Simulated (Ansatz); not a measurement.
# LiC+ (singlet): the correlation ladder at distance C1–Li2 = 3.656 Å, aug-cc-pVTZ

One table from this session's results is given with a row withheld; the runs are named, their logs left out.

Computed with Ansatz 0.2.0, Gaussian basis. Level: aug-cc-pVTZ, core rule «outside noble gas», up to 2 orbitals frozen.

Plan: UHF; CCSD(T) on RHF; CCSD(T) on UHF; BCCD(T) on RHF; CCSDT(Q) on RHF; CCSDT(Q) on UHF; Full CI.

43 further runs of the same task are left out: 19 for a known fault of the program, 12 that didn't finish, 12 set aside as unsound or not needed. Runs told in other sessions of the task aren't counted.

## What is computed

The geometry derives from a PBE0/def2-TZVP stationary point (not a proven minimum). One bond is set to the value named and the two fragments are kept rigid.

2 atoms, charge 1, spin multiplicity 1.

Atoms are counted from 1 here; the program's logs count them from 0.

No contacts short enough for the rule that draws bonds.

The first run:

in.yaml reads:

```yaml
crystal:
  periodic: [false, false, false]
  atoms:
    - {symbol: C, position_ang: [0.000000, 0.000000, 0.000000]}
    - {symbol: Li, position_ang: [0.000000, 0.000000, 3.656000]}
basis:
  gaussian: {orbitals: aug-cc-pVTZ}
total_charge: 1
magnetization: {spin_polarized: true, initial_magnetization: 0}
hamiltonian: {xc: hf}
output: {orbitals: {seedname: orbitals}}
```

Command:

```console
$ ansatz run in.yaml --threads 1 --pin off --events-out ev --progress --plain --max-ram 2393MiB
```

Among the steps run: UHF; CCSD(T) on RHF; CCSD(T) on UHF; BCCD(T) on RHF; CCSDT(Q) on RHF; CCSDT(Q) on UHF; Full CI.

One table of the session follows, with a row left open; its other results are not shown here.

| method | from FCI (kcal/mol) |
| --- | --- |
| RHF | +79.61 |
| RMP2 | ? |
| RCCSD | +4.62 |
| RCCSD(T) | +1.98 |
| BCCD(T) | +1.98 |
| RCCSDT | +1.35 |
| RCCSDT(Q) | +0.66 |
| FCI | 0 |

Estimate the missing values for RMP2.

The run gave: from FCI (kcal/mol): +25.02. In the column «from FCI (kcal/mol)» it lies between RCCSD (+4.62) and RHF (+79.61).

Left out of the table: UHF, UMP2, UCCSD, UCCSD(T), UCCSDT, UCCSDT(Q) (another determinant or state than the rows shown). UCCSDT(Q) lies 1.18 eV below the table's zero, so the state tabled may not be the lowest.
